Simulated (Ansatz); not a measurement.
System: bcc Na. Method: PBE0 (Ansatz, a first-principles code, PAW).

Numerical settings: plane-wave cutoff 460 eV, 10×10×10 k mesh, Fermi–Dirac smearing 0.05 eV, scalar-relativistic PAW data made under PBE.

Energies at three volumes about the minimum:

```
V (Å³/atom)  E − E_lowest (meV/atom)
-----------  -----------------------
36.729                          0.67
37.671                          0.00
38.613                          0.45
```

Problem. Fit a parabola by hand: where is the minimum, what lattice constant follows, and what is the bulk modulus?

Solution. Slopes: (0.00 − 0.67)/(37.671 − 36.729) = -0.711 and (0.45 − 0.00)/(38.613 − 37.671) = 0.478 meV/Å³. Curvature E″ = 2 × (0.478 − (-0.711))/(38.613 − 36.729) = 1.262 meV/Å⁶. From the middle of the first interval, the slope vanishes at V0 = 37.2000 − (-0.711)/1.262 = 37.763 Å³/atom. B = V0 E″ = 37.763 × 1.262 meV/Å³ × 0.1602 GPa per meV/Å³ = 7.64 GPa. With 2 atoms in the cube, a = (2 × 37.763)^(1/3) = 4.227 Å. The full Birch–Murnaghan fit to all volumes gives V0 = 37.745 Å³/atom and B0 = 7.55 GPa.

Measured, for comparison: bulk modulus 7.9 GPa (0 K value with the zero-point phonon effect removed, our sources range from 7.63 to 7.91; as tabulated in Mejia-Rodriguez and Trickey (2018), arXiv:1807.09216); lattice constant a 4.214 Å (static lattice: zero-point anharmonic expansion removed, our sources range from 4.207 to 4.214; as tabulated in Mejia-Rodriguez and Trickey (2018), arXiv:1807.09216). Computed (rounded) less measured: bulk modulus -4 % (-1 % to -5 % over the range).
